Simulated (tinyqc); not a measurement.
A ladder of methods, and size consistency: correlation methods against full CI in the sto-3g basis, for HF, spin multiplicity 1. Computed by the program tinyqc with PySCF. 

Geometry (angstrom):
```
atom       x       y       z
F     0.0000  0.0000  0.0000
H     0.0000  0.0000  1.1120
```

RHF energy of one = -98.549129 hartree

All electrons correlated; +Q is the Davidson correction (1 - c0^2) E_corr. The last columns treat two copies 100 angstrom apart as one system. FCI is the lowest singlet.

Correlation energies (hartree):
```
method   E_corr of one  share of FCI (%)  E_corr of two at 100 angstrom  two minus twice one (mhartree)
MP2           -0.02743            61.946                       -0.05487                           0.000
CISD          -0.04429           100.000                       -0.08563                           2.939
CISD+Q        -0.04586           103.554                       -0.09113                           0.592
CCSD          -0.04429           100.000                       -0.08857                           0.000
CCSD(T)       -0.04429           100.000                       -0.08857                           0.000
FCI           -0.04429           100.000                              -                               -
```

MP2 recovers 62 %, CISD 100.0 % and CCSD 100.0 % of the FCI value (c0^2 = 0.964 in CISD). MP2 and coupled cluster are size consistent, so their last column vanishes; CISD loses 2.94 mhartree, since a double excitation on each copy is a quadruple of the pair, and the Davidson correction leaves +0.59. With two electrons, or one virtual orbital, CISD and CCSD are exact for one copy, so +Q overshoots there.
